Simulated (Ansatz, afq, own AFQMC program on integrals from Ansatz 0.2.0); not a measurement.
# BSiC (doublet): quantum Monte Carlo beside coupled cluster at angle B1–C2–Si3 = 91.2°, cc-pVDZ

Aim: compute BSiC (doublet) with auxiliary-field quantum Monte Carlo on the same integrals as coupled cluster, and set the energies side by side.

Computed with Ansatz 0.2.0, Gaussian basis, and an in-house AFQMC program (afq) on its integrals; all values are calculated. Level: cc-pVDZ, frozen cores.

To be run: PBE (unrestricted); r2SCAN (unrestricted); PBE0 (unrestricted); B3LYP (unrestricted); wB97M-V (unrestricted); B2PLYP (unrestricted); CCSD(T) on UHF; CCSDT(Q) on UHF; Phaseless AFQMC, CISD trial on UHF.

5 further runs of the same task are left out: 5 that didn't finish. Runs told in other sessions of the task aren't counted.

## Step 1: What is computed

The geometry derives from a PBE0/def2-TZVP stationary point (not a proven minimum). One angle is set to the value named; bond lengths are kept.

3 atoms, charge 0, spin multiplicity 2.

Atoms are counted from 1 here; the program's logs count them from 0.

Bond lengths: B1–C2 1.370 Å, B1–Si3 2.187 Å, C2–Si3 1.676 Å. Angles: C2–B1–Si3 50.0°, B1–C2–Si3 91.2°, B1–Si3–C2 38.8°.

## Step 2: PBE (unrestricted)

The input, in.yaml:

```yaml
crystal:
  periodic: [false, false, false]
  atoms:
    - {symbol: B, position_ang: [0.107879, 0.000000, -1.431751]}
    - {symbol: C, position_ang: [-0.850659, 0.000000, -0.452924]}
    - {symbol: Si, position_ang: [0.322256, 0.000000, 0.744818]}
basis:
  gaussian: {orbitals: cc-pVDZ}
magnetization: {spin_polarized: true, initial_magnetization: 1}
hamiltonian: {xc: {name: PBE}}
output: {orbitals: {seedname: orbitals}}
```

Run with:

```sh
ansatz run in.yaml --threads 1 --pin off --events-out ev --progress --plain --max-ram 1382MiB
```

Standard output:

```text
Functional definition: PBE
  name "PBE"
  cite "Perdew, Burke & Ernzerhof, Phys. Rev. Lett. 77, 3865 (1996) doi:10.1103/PhysRevLett.77.3865"
  parent pbe
  parameter kappa = 0.804
  parameter beta = 0.06672455060314922
  exchange = pbe_x(kappa = kappa, mu = beta*pi^2/3)
  correlation = pbe_c(beta = beta)
572 factors; their error is unknown
mean field evaluation 1: about -9565.8122 eV, gradient 4.8e1 eV
mean field evaluation 2: about -9482.9459 eV, gradient 9.3e1 eV
mean field evaluation 4: about -9565.0467 eV, gradient 3.5e1 eV
mean field evaluation 8: about -9579.1523 eV, gradient 2.7e-1 eV
mean field evaluation 16: about -9579.1334 eV, gradient 7.8e-4 eV
mean field -9579.13342785 eV, -352.0266605037 hartree, gradient 4.2e-5 eV, S^2 0.759435; 0 other end points of the search recorded, 0 dependent functions left out
reference -9579.13345499 eV, -352.0266615008 hartree; 13, 12 occupied and 33, 34 virtual orbitals, 572 factors
Total energy: -9579.13345499 eV, -352.0266615008 hartree
```

It took 0.57 s on 1 thread of Intel Xeon 6975P-C (Granite Rapids), shared host.

From the report: ⟨S²⟩ of the determinant 0.759 (pure doublet: 0.75).

## Step 3: r2SCAN (unrestricted)

in.yaml, as its differences from that of step 2:

```diff
@@ -9,3 +9,2 @@
 magnetization: {spin_polarized: true, initial_magnetization: 1}
-hamiltonian: {xc: {name: PBE}}
-output: {orbitals: {seedname: orbitals}}
+hamiltonian: {xc: {name: r2SCAN}}
```

Launched as before.

Standard output:

```text
Functional definition: r2SCAN
  name "r2SCAN"
  cite "Furness, Kaplan, Ning, Perdew & Sun, J. Phys. Chem. Lett. 11, 8208 (2020) doi:10.1021/acs.jpclett.0c02405"
  cite "Furness, Kaplan, Ning, Perdew & Sun, J. Phys. Chem. Lett. 11, 9248 (2020) doi:10.1021/acs.jpclett.0c03077"
  parent r2scan
  parameter k0 = 0.174
  parameter k1 = 0.065
  parameter a1 = 4.9479
  exchange = r2scan_x(k0 = k0, k1 = k1, a1 = a1)
  correlation = r2scan_c
572 factors; their error is unknown
mean field evaluation 1: about -9572.5493 eV, gradient 4.4e1 eV
mean field evaluation 2: about -9505.9950 eV, gradient 8.7e1 eV
mean field evaluation 4: about -9581.0098 eV, gradient 1.8e1 eV
mean field evaluation 8: about -9583.7892 eV, gradient 1.5e-1 eV
mean field evaluation 16: about -9583.7701 eV, gradient 1.9e-3 eV
mean field -9583.77007658 eV, -352.1970542016 hartree, gradient 6.8e-5 eV, S^2 0.765491; 0 other end points of the search recorded, 0 dependent functions left out
reference -9583.77008548 eV, -352.1970545286 hartree; 13, 12 occupied and 33, 34 virtual orbitals, 572 factors
Total energy: -9583.77008548 eV, -352.1970545286 hartree
```

Wall time 1.7 s (1 thread of Intel Xeon 6975P-C (Granite Rapids), shared host).

From the report: ⟨S²⟩ of the determinant 0.765 (pure doublet: 0.75).

## Step 4: PBE0 (unrestricted)

in.yaml, as its differences from that of step 3:

```diff
@@ -9,2 +9,3 @@
 magnetization: {spin_polarized: true, initial_magnetization: 1}
-hamiltonian: {xc: {name: r2SCAN}}
+hamiltonian: {xc: {name: PBE0}}
+output: {orbitals: {seedname: orbitals}}
```

Launched as before.

Standard output:

```text
Functional definition: PBE0
  name "PBE0"
  cite "Adamo & Barone, J. Chem. Phys. 110, 6158 (1999) doi:10.1063/1.478522"
  cite "Perdew, Burke & Ernzerhof, Phys. Rev. Lett. 77, 3865 (1996) doi:10.1103/PhysRevLett.77.3865"
  parent pbe
  parameter a = 0.25
  parameter kappa = 0.804
  parameter beta = 0.06672455060314922
  exchange = (1 - a)*pbe_x(kappa = kappa, mu = beta*pi^2/3) + a*exact_x
  correlation = pbe_c(beta = beta)
451 factors; integrals over basis functions are off by at most 7.7e-4 eV
mean field evaluation 1: about -9570.6825 eV, gradient 4.0e1 eV
mean field evaluation 2: about -9530.4971 eV, gradient 7.6e1 eV
mean field evaluation 4: about -9579.3532 eV, gradient 7.6e0 eV
mean field evaluation 8: about -9579.9141 eV, gradient 4.0e-1 eV
mean field evaluation 16: about -9579.9179 eV, gradient 1.3e-3 eV
mean field -9579.91787244 eV, -352.0554883105 hartree, gradient 7.4e-5 eV, S^2 0.762833; 0 other end points of the search recorded, 0 dependent functions left out
reference -9579.91789294 eV, -352.0554890641 hartree; 13, 12 occupied and 33, 34 virtual orbitals, 451 factors
Total energy: -9579.91789294 eV, -352.0554890641 hartree
```

It took 1.2 s on 1 thread of Intel Xeon 6975P-C (Granite Rapids), shared host.

From the report: ⟨S²⟩ of the determinant 0.763 (pure doublet: 0.75).

## Step 5: B3LYP (unrestricted)

in.yaml, as its differences from that of step 4:

```diff
@@ -9,3 +9,2 @@
 magnetization: {spin_polarized: true, initial_magnetization: 1}
-hamiltonian: {xc: {name: PBE0}}
-output: {orbitals: {seedname: orbitals}}
+hamiltonian: {xc: {name: B3LYP}}
```

Same command.

Standard output, cut to the lines that bear on the results:

```text
Functional definition: B3LYP
  name "B3LYP"
  cite "Stephens, Devlin, Chabalowski & Frisch, J. Phys. Chem. 98, 11623 (1994) doi:10.1021/j100096a001"
  cite "Becke, Phys. Rev. A 38, 3098 (1988) doi:10.1103/PhysRevA.38.3098"
  cite "Lee, Yang & Parr, Phys. Rev. B 37, 785 (1988) doi:10.1103/PhysRevB.37.785"
  cite "Vosko, Wilk & Nusair, Can. J. Phys. 58, 1200 (1980) doi:10.1139/p80-159"
[...]
451 factors; integrals over basis functions are off by at most 7.7e-4 eV
[...]
mean field -9586.04678049 eV, -352.2807215273 hartree, gradient 4.2e-5 eV, S^2 0.758619; 0 other end points of the search recorded, 0 dependent functions left out
reference -9586.04696801 eV, -352.2807284182 hartree; 13, 12 occupied and 33, 34 virtual orbitals, 451 factors
Total energy: -9586.04696801 eV, -352.2807284182 hartree
```

It took 0.78 s on 1 thread of Intel Xeon 6975P-C (Granite Rapids), shared host.

From the report: ⟨S²⟩ of the determinant 0.759 (pure doublet: 0.75).

## Step 6: wB97M-V (unrestricted)

in.yaml, as its differences from that of step 5:

```diff
@@ -9,2 +9,3 @@
 magnetization: {spin_polarized: true, initial_magnetization: 1}
-hamiltonian: {xc: {name: B3LYP}}
+hamiltonian: {xc: {name: wB97M-V}}
+output: {orbitals: {seedname: orbitals}}
```

The command is unchanged.

Standard output, cut to the lines that bear on the results:

```text
Functional definition: wB97M-V
  name "wB97M-V"
  cite "Mardirossian & Head-Gordon, J. Chem. Phys. 144, 214110 (2016) doi:10.1063/1.4952647"
  cite "Becke, J. Chem. Phys. 107, 8554 (1997) doi:10.1063/1.475007"
  cite "Vydrov & Van Voorhis, J. Chem. Phys. 133, 244103 (2010) doi:10.1063/1.3521275"
  # Of w^i u^j: cxij and so on, Table III.
[...]
  gx(w, u) = 1 - cx + cx01*u + cx10*w
  gss(w, u) = css00 + css04*u^4 + css10*w + css20*w^2 + css43*w^4*u^3
  gos(w, u) = cos00 + cos10*w + (cos20 + cos21*u)*w^2 + (cos60 + cos61*u)*w^6
[...]
      + integral(e_c_pw_mod_opposite_spin*gos(b97_w_opposite, b97_u_opposite)) + vv10(b, c)
451 factors; integrals over basis functions are off by at most 7.7e-4 eV
148 factors; integrals over basis functions are off by at most 3.7e-6 eV
[...]
mean field -9584.55322219 eV, -352.2258342719 hartree, gradient 7.7e-5 eV, S^2 0.760195; 0 other end points of the search recorded, 0 dependent functions left out
reference -9584.55325269 eV, -352.2258353929 hartree; 13, 12 occupied and 33, 34 virtual orbitals, 451 factors
Total energy: -9584.55325269 eV, -352.2258353929 hartree
```

Run time: 2.7 s. Hardware: 1 thread of Intel Xeon 6975P-C (Granite Rapids), shared host.

From the report: ⟨S²⟩ of the determinant 0.760 (pure doublet: 0.75).

## Step 7: B2PLYP (unrestricted)

in.yaml, as its differences from that of step 6:

```diff
@@ -9,3 +9,3 @@
 magnetization: {spin_polarized: true, initial_magnetization: 1}
-hamiltonian: {xc: {name: wB97M-V}}
-output: {orbitals: {seedname: orbitals}}
+hamiltonian: {xc: {name: B2PLYP}}
+correlation: {electrons: outside_noble_gas}
```

The command is unchanged.

Standard output, cut to the lines that bear on the results:

```text
Functional definition: B2PLYP
  name "B2PLYP"
  cite "Grimme, J. Chem. Phys. 124, 034108 (2006) doi:10.1063/1.2148954"
  cite "Becke, Phys. Rev. A 38, 3098 (1988) doi:10.1103/PhysRevA.38.3098"
  cite "Lee, Yang & Parr, Phys. Rev. B 37, 785 (1988) doi:10.1103/PhysRevB.37.785"
[...]
451 factors; integrals over basis functions are off by at most 7.7e-4 eV
[...]
mean field -9577.85006851 eV, -351.9794979180 hartree, gradient 5.3e-6 eV, S^2 0.765189; 2 other end points of the search recorded, 0 dependent functions left out
7 core orbitals not correlated: weight in the atoms' cores, before any rotation towards them, 1.000 or more for the frozen orbitals, at most 0.000 for the correlated occupied ones
reference -9577.85018781 eV, -351.9795023022 hartree; 6, 5 occupied and 33, 34 virtual orbitals, 451 factors
second order -9.30423535 eV of doubles, -0.00000000 eV of singles
Total energy: -9580.36233136 eV, -352.0718218746 hartree
```

Wall time 1.6 s (1 thread of Intel Xeon 6975P-C (Granite Rapids), shared host).

From the report: ⟨S²⟩ of the determinant 0.765 (pure doublet: 0.75).

## Step 8: CCSD(T) on UHF

in.yaml, as its differences from that of step 7:

```diff
@@ -9,3 +9,2 @@
 magnetization: {spin_polarized: true, initial_magnetization: 1}
-hamiltonian: {xc: {name: B2PLYP}}
-correlation: {electrons: outside_noble_gas}
+correlation: {method: ccsd_t, electrons: outside_noble_gas, hamiltonian_folder: ham}
```

Launched as before.

Standard output, cut to the lines that bear on the results:

```text
Functional definition: HF
  name "HF"
  cite "Fock, Z. Phys. 61, 126 (1930) doi:10.1007/BF01340294"
  parent pbe
[...]
451 factors; integrals over basis functions are off by at most 7.7e-4 eV
[...]
mean field -9559.78331672 eV, -351.3155570356 hartree, gradient 4.0e-6 eV, S^2 0.893494; 10 other end points of the search recorded, 0 dependent functions left out
determinant -9559.78331672 eV, -351.3155570356 hartree, with singles and doubles -9567.35420784 eV, -351.5937821525 hartree
determinant -9557.39297600 eV, -351.2277136345 hartree, with singles and doubles -9564.58582925 eV, -351.4920461156 hartree
7 core orbitals not correlated: weight in the atoms' cores, before any rotation towards them, 1.000 or more for the frozen orbitals, at most 0.000 for the correlated occupied ones
reference -9559.78331672 eV, -351.3155570356 hartree; 6, 5 occupied and 33, 34 virtual orbitals, 451 factors
second order -6.88932875 eV of doubles, -0.00000000 eV of singles
cycle   1  -7.56977301 eV  change    1.1e-3 eV  update   3.1e-3
[...]
cycle   9  -7.57244523 eV  change   -2.6e-6 eV  update   8.4e-6
perturbative correction -0.47663418 eV, -0.0175159831 hartree
Total energy: -9567.83239614 eV, -351.6113552483 hartree
```

Wall time 4.8 s (1 thread of Intel Xeon 6975P-C (Granite Rapids), shared host).

From the report: ⟨S²⟩ of the determinant 0.893 (pure doublet: 0.75); correlation -8.0491 eV; T1 0.046; largest double amplitude 0.06.

This run also writes the integrals to the folder ham.

## Step 9: CCSDT(Q) on UHF

in.yaml, as its differences from that of step 8:

```diff
@@ -9,2 +9,2 @@
 magnetization: {spin_polarized: true, initial_magnetization: 1}
-correlation: {method: ccsd_t, electrons: outside_noble_gas, hamiltonian_folder: ham}
+correlation: {method: ccsdt_q, electrons: outside_noble_gas}
```

Launched as before.

Standard output, cut to the lines that bear on the results:

```text
Functional definition: HF
  name "HF"
  cite "Fock, Z. Phys. 61, 126 (1930) doi:10.1007/BF01340294"
  parent pbe
[...]
873 factors; integrals over basis functions are off by at most 1.5e-7 eV
[...]
mean field -9559.78337790 eV, -351.3155592839 hartree, gradient 2.2e-6 eV, S^2 0.893493; 10 other end points of the search recorded, 0 dependent functions left out
determinant -9559.78337790 eV, -351.3155592839 hartree, with singles and doubles -9567.35427378 eV, -351.5937845758 hartree
determinant -9557.39303270 eV, -351.2277157181 hartree, with singles and doubles -9564.58589825 eV, -351.4920486516 hartree
7 core orbitals not correlated: weight in the atoms' cores, before any rotation towards them, 1.000 or more for the frozen orbitals, at most 0.000 for the correlated occupied ones
reference -9559.78337790 eV, -351.3155592839 hartree; 6, 5 occupied and 33, 34 virtual orbitals, 873 factors
second order -6.88934775 eV of doubles, -0.00000000 eV of singles
cycle   1  -7.05764089 eV  change   -1.7e-1 eV  update   1.2e-1
[...]
cycle  22  -8.08628911 eV  change    1.2e-6 eV  update   1.2e-6
perturbative correction -0.05106326 eV, -0.0018765402 hartree
Total energy: -9567.92073027 eV, -351.6146014680 hartree
```

Wall time 28 s (1 thread of Intel Xeon 6975P-C (Granite Rapids), shared host); peak memory 0.41 GiB.

From the report: ⟨S²⟩ of the determinant 0.893 (pure doublet: 0.75); correlation -8.1374 eV; T1 0.050; largest double amplitude 0.08.

## Step 10: Phaseless AFQMC, CISD trial on UHF

It reads the integrals that the CCSD(T) run on this determinant wrote.

Run with:

```sh
afq ham --method phaseless --trial cisd --walkers 60 --populations 1 --least-time 40 --time-step 0.005 --steps-per-block 50 --equilibration-blocks 28 --max-blocks 300 --target-error 0.0004 --factor-cut 1e-05 --start spin_pure --seed 6832 --release-times 0.24,0.51,0.99,1.62,2.4 --release-step 0.03 --release-every 4 --taylor-order 6
```

Standard output:

```text
orbitals 39  electrons 6 5  factors 313 of 451
reference energy -351.31555704 Eh
CCSD correlation -0.27828225 Eh in 16 cycles, weight of the determinant in the CISD state 0.8062
energy of the start -351.584357 Eh
 block  time / (1/Eh)  mean weight  energy / Eh
     1     0.250  0.9988  -351.584681
     2     0.500  0.9982  -351.591705
     3     0.750  0.9996  -351.596797
     4     1.000  0.9982  -351.599633
     5     1.250  1.0010  -351.599203
     6     1.500  0.9979  -351.599666
     7     1.750  0.9980  -351.597036
     8     2.000  0.9998  -351.597645
     9     2.250  0.9998  -351.603151
    10     2.500  1.0006  -351.607642
    17     4.250  1.0015  -351.595476
    25     6.250  0.9997  -351.606669
    33     8.250  1.0004  -351.617331
    41    10.250  1.0015  -351.611321
    49    12.250  0.9990  -351.615672
    57    14.250  1.0017  -351.610533
    65    16.250  0.9990  -351.607912
    73    18.250  0.9989  -351.611337
    81    20.250  0.9969  -351.615014
    89    22.250  0.9990  -351.640820
    97    24.250  1.0001  -351.617777
   105    26.250  0.9997  -351.619977
   113    28.250  1.0003  -351.611423
   121    30.250  1.0029  -351.618171
   129    32.250  1.0013  -351.614823
   137    34.250  1.0010  -351.607324
   145    36.250  1.0024  -351.605324
   153    38.250  1.0012  -351.614038
   161    40.250  1.0009  -351.610266
   169    42.250  0.9990  -351.611546
   177    44.250  0.9992  -351.611316
   185    46.250  1.0012  -351.620736
   193    48.250  1.0024  -351.603848
   201    50.250  0.9987  -351.610495
   209    52.250  0.9984  -351.598878
   217    54.250  0.9968  -351.605520
   225    56.250  0.9988  -351.602524
   233    58.250  0.9988  -351.599878
   241    60.250  0.9996  -351.614221
   249    62.250  0.9990  -351.615731
   257    64.250  0.9995  -351.600351
   265    66.250  0.9991  -351.601920
   273    68.250  1.0011  -351.619048
   281    70.250  0.9988  -351.610418
   289    72.250  1.0003  -351.612392
   297    74.250  0.9997  -351.617596
   305    76.250  1.0025  -351.607083
   313    78.250  1.0004  -351.616389
   321    80.250  0.9984  -351.626458
blocks merged  error / Eh  count
     1  0.000578  300
     2  0.000734  150
     4  0.000878  75
     8  0.001075  37
    16  0.001100  18
    32  0.000990  9
released: time / (1/Eh)  energy / Eh  error  mean overlap
  0.24  -351.614630  0.001297  1.0035
  0.51  -351.614165  0.000950  1.0142
  0.99  -351.614406  0.000915  1.0066
  1.62  -351.614709  0.001050  0.9971
  2.40  -351.614540  0.001385  1.0196
energy -351.614144 +/- 0.001100 Eh
```

Run time: 7.2 min. Hardware: 1 thread of Intel Xeon 6975P-C (Granite Rapids), shared host.

Energy -9567.9083 ± 0.0299 eV. Caveats: constraint bias not in the error; error above the target.

## Step 11: AFQMC on the ladder

On the UHF determinant, counted from CCSDT(Q) (a yardstick, not exact):

| level | energy (eV) | from CCSDT(Q) (kcal/mol) | statistical error (kcal/mol) | time |
| --- | --- | --- | --- | --- |
| HF | -9559.7833 | +187.65 |  |  |
| MP2 | -9566.6726 | +28.78 |  |  |
| CCSD | -9567.3558 | +13.03 |  |  |
| CCSD(T) | -9567.8324 | +2.04 |  |  |
| CCSDT(Q) | -9567.9207 | 0.00 |  |  |
| Phaseless AFQMC, CISD trial, step 0.005, 60 walkers | -9567.9083 | +0.29 | 0.69 | 7.2 min |

The functionals' totals stand on their own zeros and serve differences with other points: PBE -9579.133 eV; r2SCAN -9583.770 eV; PBE0 -9579.918 eV; B3LYP -9586.047 eV; wB97M-V -9584.553 eV; B2PLYP -9580.362 eV.

## Step 12: What came out

```
                                        quantity                  value
                    CCSD(T) on UHF from CCSDT(Q)         +2.04 kcal/mol
Phaseless AFQMC, CISD trial on UHF from CCSDT(Q)  +0.29 ± 0.69 kcal/mol
```

On UHF the phaseless walk with the CISD trial lies +0.29 kcal/mol from CCSDT(Q), within three error bars. Error bars are statistical and leave out the constraint, the time step and what remains of the start.
